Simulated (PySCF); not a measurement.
## How methods differ on the ionisation energy of S

S [Ne] 3s2 3p4 (3P) → S+ [Ne] 3s2 3p3 (4S), as a difference of total energies. Calculation: PySCF 2.14, in cc-pV(D+d)Z (4s3p2d, 23 functions); no relativity, point nucleus. Correlated levels: valence: [Ne] frozen. The calculations carry no spin-orbit coupling.

```csv
method,ionisation energy (eV)
UHF,9.203
M06-2X,10.381
M06-L,10.385
MP2 (valence),9.627
SCS-MP2 (valence),9.659
CCSD (valence),9.633
CCSD(T) (valence),9.641
```

Problem. How much does correlation contribute at CCSD(T) (valence)?

Solution. 9.641 − (9.203) = 0.438 eV, measured against UHF.

Errors of the correlated levels include the incompleteness of this basis and the frozen core.

For comparison: 10.336 eV (measured; NIST levels, between the centres of gravity of the two terms).
